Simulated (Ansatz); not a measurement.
# H5OPSi: basis-set convergence

One table from this session's results is given with a row withheld; the runs are named, their logs left out.

Program: Ansatz 0.2.0, Gaussian basis. Level of theory: one geometry, several basis sets. These are calculated values, not measurements.

Levels to be run: PBE0-D4/def2-SVP; ωB97M-V/def2-SVP; PBE0-D4/def2-QZVPP; ωB97M-V/def2-QZVPP; the functionals' def2-TZVPP values are taken from earlier runs.

## Structure used throughout

All runs share one geometry, relaxed beforehand with PBE0-D4 in a triple-zeta def2 set.

SMILES `OP[SiH3]`, 8 atoms, charge 0, spin multiplicity 1.

Atoms are counted from 1 here; the program's logs count them from 0.

Bond lengths: O1–P2 1.666 Å, O1–H4 0.960 Å, P2–Si3 2.260 Å, P2–H5 1.427 Å, Si3–H6 1.489 Å, Si3–H7 1.487 Å, Si3–H8 1.486 Å. Angles: P2–O1–H4 109.1°, O1–P2–Si3 99.0°, O1–P2–H5 99.5°, Si3–P2–H5 92.7°, P2–Si3–H6 106.5°, P2–Si3–H7 112.7°, P2–Si3–H8 109.2°, H6–Si3–H7 109.8°, H6–Si3–H8 109.3°, H7–Si3–H8 109.3°.

Set-up of the first run:

in.yaml reads:

```yaml
crystal:
  periodic: [false, false, false]
  atoms:
    - {symbol: O, position_ang: [-1.125599, 0.275021, -1.485269]}
    - {symbol: P, position_ang: [-0.452817, 1.099005, -0.203017]}
    - {symbol: Si, position_ang: [0.556089, -0.632694, 0.841879]}
    - {symbol: H, position_ang: [-1.980824, 0.659263, -1.692425]}
    - {symbol: H, position_ang: [0.764430, 1.528986, -0.810590]}
    - {symbol: H, position_ang: [1.503427, -0.038575, 1.824349]}
    - {symbol: H, position_ang: [1.294056, -1.517585, -0.097310]}
    - {symbol: H, position_ang: [-0.466761, -1.430621, 1.566484]}
basis:
  gaussian: {orbitals: def2-SVP}
hamiltonian: {xc: pbe0, dispersion: d4}
output: {orbitals: {seedname: orbitals}}
```

Launch:

```console
$ ansatz run in.yaml --threads 2 --pin off --events-out ev --progress --plain --max-ram 4352MiB
```

Among the steps run: PBE0-D4 in def2-SVP; ωB97M-V in def2-SVP; PBE0-D4 in def2-QZVPP; ωB97M-V in def2-QZVPP.

One of the session's tables, all rows but one given; the rest of the session is left out.

It belongs to the step «Functionals by basis». 

| functional | basis | HOMO (eV) |
| --- | --- | --- |
| PBE0-D4 | def2-SVP | -6.97 |
| PBE0-D4 | def2-TZVPP | -7.05 |
| PBE0-D4 | def2-QZVPP | -7.08 |
| ωB97M-V | def2-SVP | -9.05 |
| ωB97M-V | def2-TZVPP | ? |
| ωB97M-V | def2-QZVPP | -9.20 |

**Question.** Estimate the row for ωB97M-V, def2-TZVPP.

The run gave: HOMO (eV): -9.17. In the column «HOMO (eV)» it lies between ωB97M-V, def2-QZVPP (-9.20) and ωB97M-V, def2-SVP (-9.05).
